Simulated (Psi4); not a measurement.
**CH4FSi− (SMILES C[SiH-]F) at HF/STO-3G**

Aim: the vertical singlet–triplet gap of CH4FSi− at HF/STO-3G, from 2 runs. 

Program for the calculation: Psi4 1.11.

1 further run of the same task is left out (set aside as unsound or not needed).

**1. The structure to begin with**

CH4FSi−: 7 atoms, total charge -1, spin state singlet. SMILES: `C[SiH-]F`. Geometry: relaxed at GFN2-xTB.

Bond lengths: C1–Si2 1.920 Å, Si2–F3 1.726 Å, C1–H4 1.095 Å, C1–H5 1.096 Å, C1–H6 1.098 Å, Si2–H7 1.522 Å. Angles: C1–Si2–F3 98.7°, C1–Si2–H7 99.7°, F3–Si2–H7 94.5°, Si2–C1–H4 111.2°, Si2–C1–H5 109.2°, Si2–C1–H6 115.2°, H4–C1–H5 106.6°, H4–C1–H6 106.9°, H5–C1–H6 107.3°.

**2. Energy and gradient at HF/STO-3G**

Input file input.inp:

```
memory 1600 MB

molecule system {
  -1 1
  C     -0.619000     0.374770    -0.292140
  Si     0.995600    -0.664820    -0.301260
  F      0.619160    -1.743790     0.991740
  H     -1.448800    -0.178770    -0.743640
  H     -0.473380     1.273380    -0.902000
  H     -0.956350     0.705050     0.699130
  H      1.882770     0.234180     0.548170
  symmetry c1
  no_reorient
  no_com
}

set puream true
set e_convergence 1e-09
set d_convergence 1e-08
set scf_type pk

energy_value, wavefunction = gradient('scf/STO-3G', return_wfn=True)
oeprop(wavefunction, 'DIPOLE', 'LOWDIN_CHARGES', 'WIBERG_LOWDIN_INDICES')
```

On the command line:

```console
$ psi4 -n 1 input.inp input.out
```

input.out:

```text
[...]
  Running in c1 symmetry.
[...]
  Nuclear repulsion =  103.448327172703586
[...]
  Multiplicity = 1
[...]
  Nalpha       = 17
  Nbeta        = 17
[...]
    Number of basis functions: 23
[...]
   @RHF iter   1:  -423.14977856892364   -2.29548e+00   7.85461e-03 DIIS/ADIIS
[...]
   @RHF iter  10:  -423.19239494382356    5.68434e-14   2.43219e-09 DIIS
[...]
    Orbital Energies [Eh]
    ---------------------
    Doubly Occupied:
       1A    -67.526080     2A    -25.426734     3A    -10.714753
       4A     -5.538209     5A     -3.557797     6A     -3.557282
       7A     -3.556493     8A     -1.076387     9A     -0.646424
      10A     -0.311419    11A     -0.274520    12A     -0.272976
      13A     -0.138532    14A     -0.121046    15A     -0.085137
      16A     -0.054328    17A      0.112323
[...]
  @RHF Final Energy:  -423.19239494382356
   => Energetics <=
    Nuclear Repulsion Energy =            103.4483271727035856
    One-Electron Energy =                -807.7898529098323479
    Two-Electron Energy =                 281.1491307933052326
    Total Energy =                       -423.1923949438235582
[...]
  -Total Gradient:
     Atom            X                  Y                   Z
    ------   -----------------  -----------------  -----------------
       1        0.004094017095    -0.009852998388    -0.012928669791
       2       -0.026625054404     0.026527484625    -0.008110161028
       3       -0.000273835772    -0.019300340559     0.014567458909
       4       -0.004413456365    -0.005529035428    -0.003548861271
       5        0.004945708010     0.005049968784    -0.005658794528
       6        0.001984397387    -0.000325492879     0.010004898224
       7        0.020288224050     0.003430413846     0.005674129483
[...]
 Multipole Moments:
 ------------------------------------------------------------------------------------
     Multipole            Electronic (a.u.)      Nuclear  (a.u.)        Total (a.u.)
 ------------------------------------------------------------------------------------
 L = 1.  Multiply by 2.5417464519 to convert [e a0] to [Debye]
 Dipole X            :        -29.3504921           27.9699876           -1.3805045
 Dipole Y            :         40.3660420          -39.1534813            1.2125607
 Dipole Z            :         -5.0081402            4.8317273           -0.1764128
 Magnitude           :                                                    1.8458650
[...]
```

Run time: 1.6 s. Hardware: 1 thread of Intel Xeon 6975P-C (Granite Rapids), shared host; peak memory 0.18 GiB.

**3. The triplet at the same level**

Input file job.in:

```
memory 1600 mb

molecule molecule1 {
  -1 3
  C
  Si 1 1.920355
  F 2 1.725611 1 98.71484
  H 1 1.09491 2 111.19607 3 -75.72524
  H 1 1.095735 4 106.60754 2 118.98279
  H 1 1.097955 4 106.9487 5 114.48743
  H 2 1.522105 3 94.49059 1 100.49711
  symmetry c1
  no_reorient
  no_com
}

set {
  basis STO-3G
  reference uhf
  puream true
  e_convergence 1e-09
  d_convergence 1e-08
  scf_type pk
  maxiter 200
}

gradient('scf')
```

On the command line:

```console
$ psi4 -n 1 job.in job.out
```

job.out:

```text
[...]
  Running in c1 symmetry.
[...]
  Nuclear repulsion =  103.448318564664390
[...]
  Multiplicity = 3
[...]
  Nalpha       = 18
  Nbeta        = 16
[...]
    Number of basis functions: 23
[...]
   @UHF iter   1:  -422.85940238763220   -2.00511e+00   8.51155e-03 ADIIS/DIIS
[...]
   @UHF iter  17:  -422.92787691498313   -1.87583e-12   8.44820e-09 DIIS
[...]
   @S^2 Observed:                2.009556925E+00
[...]
    Orbital Energies [Eh]
    ---------------------
    Alpha Occupied:
       1A    -67.488005     2A    -25.366887     3A    -10.708107
       4A     -5.514719     5A     -3.550901     6A     -3.541547
       7A     -3.530295     8A     -1.069348     9A     -0.637056
      10A     -0.333303    11A     -0.266892    12A     -0.266388
      13A     -0.161367    14A     -0.121036    15A     -0.086920
      16A     -0.031771    17A      0.032143    18A      0.373742
    Alpha Virtual:
      19A      0.801337    20A      0.898909    21A      0.968458
      22A      0.988696    23A      0.991100
[...]
  @UHF Final Energy:  -422.92787691498313
   => Energetics <=
    Nuclear Repulsion Energy =            103.4483185646643904
    One-Electron Energy =                -808.4899399382061347
    Two-Electron Energy =                 282.1137444585585854
    Total Energy =                       -422.9278769149831305
  UHF NO Occupations:
  HONO-2 :   16  A 1.9958289
  HONO-1 :   17  A 1.0000000
[...]
 Multipole Moments:
 ------------------------------------------------------------------------------------
     Multipole            Electronic (a.u.)      Nuclear  (a.u.)        Total (a.u.)
 ------------------------------------------------------------------------------------
 L = 1.  Multiply by 2.5417464519 to convert [e a0] to [Debye]
 Dipole X            :          1.9063590           -1.2971559            0.6092031
 Dipole Y            :         -3.0776693            3.2661963            0.1885271
 Dipole Z            :          5.4420224           -5.4398982            0.0021242
 Magnitude           :                                                    0.6377111
[...]
  -Total Gradient:
     Atom            X                  Y                   Z
    ------   -----------------  -----------------  -----------------
       1       -0.017034454917     0.011672991733    -0.005241565834
       2        0.018473665095    -0.151934415602     0.016029544491
       3        0.015270938099     0.125112668323    -0.009668861389
       4        0.006227476074    -0.002763294456     0.008120068550
       5       -0.000144369897     0.006339982989     0.009216478501
       6       -0.005712442420    -0.006531511432    -0.001955382677
       7       -0.017080812034     0.018103578441    -0.016500281644
[...]
```

Wall time 1.6 s (1 thread of Intel Xeon 6975P-C (Granite Rapids), shared host); peak memory 0.18 GiB.

**4. Summary of results**

Level: HF/STO-3G.

| quantity | value |
| --- | --- |
| singlet: total energy | -423.19239 Eh |
| singlet: HOMO energy | 3.06 eV |
| singlet: LUMO energy | 21.07 eV |
| singlet: HOMO–LUMO gap (to an unbound level, set by the basis) | 18.02 eV |
| singlet: largest force on an atom | 1.977 eV/Å |
| triplet: total energy | -422.92788 Eh |
| triplet: HOMO energy (highest over α and β) | 10.17 eV |
| triplet: LUMO energy (lowest over α and β) | 14.05 eV |
| triplet: ⟨S²⟩ | 2.010 |
| triplet: largest force on an atom | 7.913 eV/Å |
| vertical energy of the triplet above the singlet | 7.198 eV |

What this shows: At this shape the triplet lies 7.20 eV (694 kJ/mol) above the singlet. For an anion a state so high probably lies above electron detachment. The largest force (singlet) is 1.98 eV/Å: the shape isn't a stationary point for this species at this level. In a minimal basis such a difference can be off by several eV, whatever the method. The HOMO (singlet) lies at positive energy, 3.06 eV: the electron is unbound at this level or held by a compact basis; values depend on the basis. The HOMO (triplet) lies at positive energy, 10.17 eV: the electron is unbound at this level or held by a compact basis; values depend on the basis.
